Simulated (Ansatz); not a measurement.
Basis-set extrapolation for `C#CC(F)(F)F` (PBE0-D4/def2-TZVP geometry, frozen core, the Gaussian-basis code of Ansatz). Multiplicity 1, RHF reference.

```json
{"": "HF", "def2-TZVPP": "-412.611175", "def2-QZVPP": "-412.628491"}
{"": "MP2 correlation", "def2-TZVPP": "-1.193261", "def2-QZVPP": "-1.295155"}
{"": "CCSD(T) correlation", "def2-TZVPP": "-1.246925", "def2-QZVPP": "not run"}
```

Energies in hartree. Use E(X) = E(∞) + A·exp(−7.88·√X) for Hartree–Fock and E(X) = E(∞) + B·X^(−2.97) for correlation, with X = 3 and 4, and add CCSD(T) minus MP2 of the smaller set to the MP2 limit.

Task: What is the CCSD(T) energy at the basis-set limit?

Result: HF limit: -412.628491 + (-0.017316) × 0.13774 = -412.63088. MP2 limit: -1.295155 + (-0.101894) × 0.74074 = -1.37063. Higher-order term: -1.246925 − (-1.193261) = -0.05366. Total: -414.05517 hartree, 5.36 eV below CCSD(T)/def2-TZVPP.
